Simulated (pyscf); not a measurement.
**Multi-bond step: HO–SiH₂–O–SiH₃ (SMILES O[SiH2]O[SiH3]) + HF (SMILES F) + HF (SMILES F) → F–SiH₂–O–SiH₃ (SMILES F[SiH2]O[SiH3]) + H₂O (SMILES O) + HF (SMILES F)**

Gas phase, singlet surface, charge 0. Bonds broken: Si3–O4, H11–F12, H13–F14. Bonds formed: Si3–F12, O4–H13, H11–F14. Single points on ωB97X-D3(BJ)/def2-SVP structures (PySCF, gas phase).

Transition state (Å):

```xyz
14

Si     1.4119    -0.2156     0.4626
O      0.0943    -0.6353    -0.4824
Si    -1.5241    -0.3357    -0.3865
O     -1.9831     1.3459    -0.8662
H      1.3029    -0.7712     1.8374
H      1.5628     1.2656     0.5067
H      2.6085    -0.7984    -0.2041
H     -1.9842    -0.8476    -1.7215
H     -2.4069    -1.0226     0.5782
H     -2.1267     1.4768    -1.8119
H     -0.9966     1.8716     1.1387
F     -1.0625     0.7173     1.2940
H     -1.6004     2.2179    -0.2796
F     -1.0786     2.8663     0.6342
```

One imaginary mode, 608i cm⁻¹; descent along it reached the two sides named, in the forms told below.

```tsv
bond	change	reactant side (Å)	saddle	product side
Si3–O4	breaks	1.710	1.808	2.9
H11–F12	breaks	0.950	1.167	1.685
H13–F14	breaks	0.967	1.236	1.905
Si3–F12	forms	2.9	2.036	1.655
O4–H13	forms	1.541	1.118	0.971
H11–F14	forms	1.572	1.118	0.939
```

Electronic energies relative to the separated reactants (eV):

| level | barrier | reaction energy | reverse barrier |
|---|---|---|---|
| ωB97X-D3(BJ)/def2-TZVP | -0.17 | -0.42 | 0.26 |
| PBE/def2-TZVP | -0.34 | -0.44 | 0.10 |
| r²SCAN/def2-TZVP | -0.37 | -0.45 | 0.08 |
| B3LYP-D3(BJ)/def2-TZVP | -0.20 | -0.45 | 0.25 |
| PBE0-D3(BJ)/def2-TZVP | -0.27 | -0.41 | 0.14 |
| M06-2X/def2-TZVP | -0.26 | -0.43 | 0.16 |
| ωB97M-D3(BJ)/def2-TZVP | -0.18 | -0.44 | 0.26 |
| HF/def2-TZVP | 0.86 | -0.50 | 1.36 |

With ωB97M-D3(BJ)/def2-TZVP energies and thermal terms (ideal gas, 1 atm, RRHO with modes under 100 cm⁻¹ raised to 100, one conformer, R ln 2 for rigid chiral ones), in eV:

```json
[
 {"T (K)": "298", "ΔH‡": "-0.16", "ΔG‡": "0.79", "ΔH": "-0.42", "ΔG": "-0.44"},
 {"T (K)": "600", "ΔH‡": "-0.19", "ΔG‡": "1.77", "ΔH": "-0.44", "ΔG": "-0.46"},
 {"T (K)": "900", "ΔH‡": "-0.17", "ΔG‡": "2.75", "ΔH": "-0.46", "ΔG": "-0.46"},
 {"T (K)": "1200", "ΔH‡": "-0.12", "ΔG‡": "3.72", "ΔH": "-0.48", "ΔG": "-0.46"}
]
```

On the reactant side the descent ends in a bound adduct, 0.83 eV under the separated species and 0.66 eV under the saddle at ωB97X-D3(BJ)/def2-TZVP. On the product side the descent ends in a bound adduct (not fully relaxed), 0.51 eV under the separated species and 0.77 eV under the saddle at ωB97X-D3(BJ)/def2-TZVP. At ωB97X-D3(BJ), PBE, r²SCAN, B3LYP-D3(BJ), PBE0-D3(BJ), M06-2X, ωB97M-D3(BJ) the saddle lies under the separated reactants, which points to a path from their complex (located at ωB97X-D3(BJ) alone). This is the saddle that the search found; another between the same sides may lie lower.
